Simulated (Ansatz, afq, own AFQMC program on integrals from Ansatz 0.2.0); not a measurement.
Integrals from Ansatz 0.2.0, then the random walk in our own AFQMC program (afq).

```yaml
crystal:
  periodic: [false, false, false]
  atoms:
    - {symbol: Si, position_ang: [0.000000, -0.124130, 0.997389]}
    - {symbol: C, position_ang: [0.000000, 0.175292, -2.444612]}
    - {symbol: H, position_ang: [0.000000, 1.369998, 1.338693]}
basis:
  gaussian: {orbitals: cc-pVDZ}
magnetization: {spin_polarized: true, initial_magnetization: 3}
correlation: {method: ccsd_t, electrons: outside_noble_gas, hamiltonian_folder: ham}
```

```sh
$ ansatz run in.yaml --threads 1 --pin off --events-out ev --progress --plain --max-ram 1382MiB
```

afq runs on the folder ham with

```
--method phaseless --trial cisd --walkers 60 --populations 1 --least-time 40 --time-step 0.005 --steps-per-block 50 --equilibration-blocks 40 --max-blocks 300 --target-error 0.00072 --factor-cut 1e-05 --start spin_pure --seed 6407 --release-times 0.24,0.51,0.99,1.62,2.4 --release-step 0.03 --release-every 4 --taylor-order 6
```

Times are imaginary, in 1/Eh. The walk had a cap of 671 s.

Log:

```
orbitals 31  electrons 6 3  factors 201 of 362
reference energy -327.11891565 Eh
CCSD correlation -0.16466777 Eh in 23 cycles, weight of the determinant in the CISD state 0.8784
energy of the start -327.283103 Eh
 block  time / (1/Eh)  mean weight  energy / Eh
     1     0.250  1.0003  -327.281255
     2     0.500  1.0017  -327.281374
     3     0.750  0.9991  -327.281726
     4     1.000  1.0014  -327.282698
     5     1.250  1.0007  -327.283805
     7     1.750  0.9994  -327.287062
     9     2.250  0.9988  -327.288110
    11     2.750  1.0001  -327.290046
    21     5.250  0.9977  -327.284466
    31     7.750  0.9999  -327.286440
    41    10.250  1.0002  -327.290516
    51    12.750  0.9965  -327.285207
    61    15.250  1.0010  -327.283161
    71    17.750  0.9988  -327.284756
    81    20.250  1.0001  -327.287597
    91    22.750  1.0010  -327.289682
   101    25.250  1.0009  -327.293251
   111    27.750  1.0033  -327.289122
   121    30.250  1.0034  -327.288559
   131    32.750  0.9992  -327.288009
   141    35.250  0.9984  -327.287581
   151    37.750  0.9986  -327.284794
   156    39.000  0.9978  -327.283005
   161    40.250  1.0028  -327.289575
   171    42.750  1.0010  -327.285725
   181    45.250  1.0002  -327.285483
   191    47.750  0.9970  -327.291329
   196    49.000  0.9995  -327.289872
blocks merged  error / Eh  count
     1  0.000204  160
     2  0.000230  80
     4  0.000272  40
     8  0.000294  20
    16  0.000304  10
released: time / (1/Eh)  energy / Eh  error  mean overlap
  0.24  -327.287684  0.000474  1.0008
  0.51  -327.288081  0.000565  0.9967
  0.99  -327.288103  0.000444  0.9956
  1.62  -327.287870  0.000468  0.9986
  2.40  -327.288450  0.000811  0.9960
energy -327.287037 +/- 0.000294 Eh
(rows thinned)
```

The run passed its tests (sampling time, drift between the halves within three errors, error under three times the target), which doesn't prove that it has relaxed.

Against this walk (error 8.0 meV) on the same determinant: CCSD(T) 10.7 meV higher (within the noise), CCSDT(Q) 62.3 meV lower. The error is statistical and leaves out the bias of the constraint. None of these is a sure reference here. Released to 1.62 1/Eh the energy moves by -23 ± 15 meV (both errors), within twice the noise.

Cautions: constraint bias not in the error; lower spins were not checked; released walk and highest rung disagree (by 40 meV at 1.62 1/Eh, later times being noisier).

The walk took 94 s on 1 thread of Intel(R) Xeon(R) 6975P-C (Granite Rapids), on a shared host. The log's last line is the phaseless energy.

CCSDT and higher add their correlation energy to the determinant of the CCSD(T) run, since their own runs factorise the integrals more tightly (a shift of under 2 meV). A walk keeps the symmetry of its determinant, which the program's search chose and which needn't be the lowest solution, so a lower state of the same spin and another symmetry isn't excluded.
